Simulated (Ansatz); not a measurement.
# SiPH₃ (triplet): from Hartree-Fock to the top rungs, cc-pVDZ

The task here is to estimate one member of a computed series from the others.

Method: cc-pVDZ, core rule «outside noble gas», up to 10 orbitals frozen; program: Ansatz 0.2.0, Gaussian basis.

Plan: UHF; CCSD(T) on ROHF; CCSD(T) on UHF; BCCD(T) on ROHF; CISD as a restricted active space (open shells left free, so some higher excitations enter); CCSDT(Q) on ROHF; CCSDT(Q) on UHF; CASSCF and NEVPT2, 12 electrons in 11 orbitals.

17 further runs of the same task are left out: 8 that didn't finish, 9 set aside as unsound or not needed. Runs told in other sessions of the task aren't counted.

### The geometry

The geometry is a PBE0/def2-TZVP stationary point (not a proven minimum).

5 atoms, charge 0, spin multiplicity 3.

Atoms are counted from 1 here; the program's logs count them from 0.

Bond lengths: Si1–P2 2.245 Å, Si1–H3 1.494 Å, Si1–H4 1.494 Å, P2–H5 1.424 Å. Angles: P2–Si1–H3 109.9°, P2–Si1–H4 109.9°, H3–Si1–H4 107.8°, Si1–P2–H5 95.3°.

The first run:

in.yaml

```yaml
crystal:
  periodic: [false, false, false]
  atoms:
    - {symbol: Si, position_ang: [-0.115193, 0.000000, 1.136422]}
    - {symbol: P, position_ang: [0.110612, 0.000000, -1.097420]}
    - {symbol: H, position_ang: [0.548626, -1.206414, 1.714912]}
    - {symbol: H, position_ang: [0.548640, 1.206407, 1.714913]}
    - {symbol: H, position_ang: [-1.286574, 0.000008, -1.371929]}
basis:
  gaussian: {orbitals: cc-pVDZ}
magnetization: {spin_polarized: true, initial_magnetization: 2}
hamiltonian: {xc: hf}
output: {orbitals: {seedname: orbitals}}
```

Started as:

```sh
> ansatz run in.yaml --threads 1 --pin off --events-out ev --progress --plain --max-ram 2393MiB
```

Among the steps run: UHF; CCSD(T) on ROHF; CCSD(T) on UHF; BCCD(T) on ROHF; CISD as a restricted active space (open shells left free, so some higher excitations enter); CCSDT(Q) on ROHF; CCSDT(Q) on UHF; CASSCF and NEVPT2, 12 electrons in 11 orbitals.

One table of the session follows, with a row left open; its other results are not shown here.

| method | from UCCSDT(Q) (kcal/mol) |
| --- | --- |
| ROHF | +150.38 |
| UHF | +146.98 |
| RMP2 | +30.90 |
| UMP2 | +31.23 |
| CISD | +17.48 |
| RCCSD | +5.12 |
| UCCSD | +5.03 |
| RCCSD(T) | +1.03 |
| UCCSD(T) | +1.03 |
| BCCD(T) | +1.01 |
| RCCSDT | +0.23 |
| UCCSDT | +0.22 |
| RCCSDT(Q) | +0.02 |
| UCCSDT(Q) | 0 |
| CASSCF valence | +109.43 |
| NEVPT2 valence | ? |

Estimate the missing values for NEVPT2 valence.

As computed: from UCCSDT(Q) (kcal/mol): +28.68. In the column «from UCCSDT(Q) (kcal/mol)» it lies between CISD (+17.48) and RMP2 (+30.90).

With the free atoms at the same levels and basis (separate runs), the atomisation energy is 10.565 eV at UCCSDT(Q), 10.542 eV at RCCSD(T), 10.541 eV at UCCSD(T), 8.173 eV at ROHF.

Limits of these values: Restricted and unrestricted rows rest on different reference determinants; a gap between their highest levels can come from leftover correlation error, from unlike frozen cores or from another state.
